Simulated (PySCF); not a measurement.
# Structure elucidation problem

The spectra below were simulated for a compound C₄H₆O₂.

¹H NMR (600 MHz, computed): δ 5.95 (br s, 1H), 1.58 (tt, J = 9.2, 5.0 Hz, 1H), 1.05 (m, 2H), 0.79 (m, 2H).

¹³C{¹H} NMR (computed): δ 182.7 (C), 13.3 (CH), 12.4 (CH2).

PySCF calculation with spin–spin couplings from B3LYP/pcJ-2 (without the spin–dipole term), σ from GIAO-B97-2/pcSseg-2 and PBE0-D3(BJ)/def2-TZVP geometry; no relativistic terms, a single conformation, isolated molecule, fast rotation and ring inversion assumed for equivalent nuclei.

References, each an isolated molecule treated in the same way: TMS for ¹H (31.64 ppm), ¹³C (185.38 ppm).

Q: Deduce the structure.

A: 
- The formula gives 2 degrees of unsaturation (1 ring in the answer).
- 3 carbon signals for 4 carbons: some carbons are equivalent by symmetry or fast rotation.
- Carbon types of the structure: 1 × C, 1 × CH, 2 × CH2, leaving 1 H on heteroatoms.
- δC 182.7: carboxylic acid carbon; lone-pair donation from the attached heteroatom keeps it upfield of a ketone carbonyl.
- δC 13.3, 12.4: three-membered-ring carbon; carbons of three-membered rings are unusually shielded.
- δH 5.95: hydrogen on an acid hydroxyl oxygen; labile proton, position sensitive to the medium.
- δH 1.58, 1.05, 0.79: hydrogen on a three-membered-ring carbon; cyclopropane-type protons are shielded by the ring.

These data were computed for `O=C(O)C1CC1`.

The shifts were computed for this structure.

OH/NH shifts are gas-phase values; hydrogen bonding in solution moves them, usually downfield. Multiplet labels drop couplings under 1 Hz and merge nearly equal ones. Couplings among chemically equivalent protons are left out too, so labels in AA′BB′ or AA′XX′ sets are apparent multiplicities. Shifts are as computed. Against solution values, carbons near 30 ppm lie about +3 ppm off and those near 130 ppm about +7 ppm. Of 1211 compounds with measured shifts, 218 miss one by over three times the rms of a fit or turn the order of signals round; such compounds aren't used in these exercises. The C=O carbon of an acid or of an amide with N–H lies up to 10 ppm further downfield in solution, through hydrogen bonding that the calculation lacks.
